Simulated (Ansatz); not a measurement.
C₃H₂FNS, SMILES Fc1cscn1, a single point in a Gaussian basis

Program: Ansatz 0.2.0, Python API.

Typed at the interpreter:
```pycon
>>> from pathlib import Path
>>> import ansatz as az
>>> from ase import Atoms
>>> atoms = Atoms(["F", "C", "C", "S", "C", "N", "H", "H"], positions=[
...     (-1.9047, -1.1566, -0.628),
...     (-0.7785, -0.4962, -0.266),
...     (-0.7986, 0.7941, 0.2463),
...     (0.7926, 1.2337, 0.5611),
...     (1.4321, -0.2292, 0.0344),
...     (0.4528, -1.0608, -0.3829),
...     (-1.6777, 1.4023, 0.4114),
...     (2.4821, -0.4873, 0.0237),
... ])
>>> geometry = az.Crystal.molecule_from_ase(atoms)
>>> job = (
...     geometry.calculation()
...     .basis(gaussian="def2-SVP")
...     .functional(az.LibraryFunctional("SVWN5"))
...     .orbitals()
... )
>>> print(job.to_yaml())
crystal:
  periodic: [false, false, false]
  atoms:
    - { symbol: F, position_ang: [-1.9047, -1.1566, -0.628] }
    - { symbol: C, position_ang: [-0.7785, -0.4962, -0.266] }
    - { symbol: C, position_ang: [-0.7986, 0.7941, 0.2463] }
    - { symbol: S, position_ang: [0.7926, 1.2337, 0.5611] }
    - { symbol: C, position_ang: [1.4321, -0.2292, 0.0344] }
    - { symbol: "N", position_ang: [0.4528, -1.0608, -0.3829] }
    - { symbol: H, position_ang: [-1.6777, 1.4023, 0.4114] }
    - { symbol: H, position_ang: [2.4821, -0.4873, 0.0237] }
basis:
  gaussian:
    orbitals: def2-SVP
hamiltonian:
  xc:
    name: SVWN5
output:
  orbitals: {}
>>> done = job.run(threads=1, backend="cpu", runs_dir="c3h2fns_runs")

>>> summary = done.report
>>> sorted(key for key in summary if key.endswith("_ev"))
['free_energy_ev', 'reference_energy_ev']
>>> type(done).__name__, type(summary).__name__
('RunOutcome', 'dict')
>>> summary["mean_field"]["state"]["spin_squared"]
1.9895196601282805e-13
>>> for key in ("converged", "free_energy_ev", "reference_energy_ev", "n_frozen", "n_occupied", "n_virtual"):
...     print(f"{key:22s} {summary[key]}")
...
converged              True
free_energy_ev         -18081.781525757946
reference_energy_ev    -18081.781525757946
n_frozen               0
n_occupied             [26, 26]
n_virtual              [72, 72]
>>> lines = Path(summary["orbitals_path"]).read_text().splitlines()
>>> field_of = lambda key: [line.split("=")[1].strip() for line in lines if line.startswith(key)]
>>> orbitals = [(27.211386 * float(e), s, float(n)) for e, s, n in zip(field_of("Ene="), field_of("Spin="), field_of("Occup="))]
>>> homo = max(e for e, _, n in orbitals if n > 0.5)
>>> lumo = min(e for e, _, n in orbitals if n < 0.5)
>>> print(f"HOMO {homo:.3f} eV, LUMO {lumo:.3f} eV, gap {lumo - homo:.3f} eV")
HOMO -6.414 eV, LUMO -2.117 eV, gap 4.297 eV
```

Total energies depend on the basis set; only differences at equal settings carry meaning. The geometry is a force-field or estimated start, not a minimum of this method, and the basis set is short of its limit. Levels such as HOMO and LUMO are orbital energies: with these approximate functionals they aren't the ionisation energy and electron affinity, and their gap isn't the fundamental gap. Timing: 1.6 s on 1 thread of Arm Neoverse V2, with other jobs on the host, peak memory 0.2 GiB.

(Lines on the test bed's own set-up are left out of the output.)
